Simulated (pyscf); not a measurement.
H₃C–Ga(CH₃)–Cl + hydrogen fluoride (HF) → methane (CH₄) + H₃C–Ga(F)–Cl, a four-centre exchange (singlet surface; C–Ga, F–H broken, C–H, F–Ga formed). Single points on ωB97X-D3(BJ)/def2-SVP structures (PySCF, gas phase). Energies in eV from the separated reactants.

GFN2-xTB: tblite. 

Problem. In single points GFN2-xTB puts the saddle at -0.44 eV and the reaction energy at -2.66 eV. Should these be trusted to within a few kcal/mol? Compare with ωB97M-D3(BJ)/def2-TZVP.

Solution. ωB97M-D3(BJ)/def2-TZVP gives ΔE‡ = 0.33 eV and ΔE = -1.14 eV. GFN2-xTB lies 0.77 eV under it in the barrier and 1.53 eV under it in the reaction energy, so on this step it does not hold to within 0.13 eV. At GFN2-xTB this geometry lies under one side, so its ΔE‡ may be no barrier of that level. ωB97M-D3(BJ)/def2-TZVP has limits of its own. On the reactant side the descent ends in an adduct with a F–Ga contact (not fully relaxed), 0.48 eV under the separated species and 0.78 eV under the saddle at ωB97X-D3(BJ)/def2-TZVP. On the product side the descent ends in a complex, 0.17 eV under the separated species and 1.60 eV under the saddle at ωB97X-D3(BJ)/def2-TZVP. What is counted as formed (F–Ga) is already present as a longer contact in the reactant adduct; forming that adduct is a step of its own. This is the saddle that the search found; another between the same sides may lie lower. In the def2 sets elements up to Kr have no core potential.
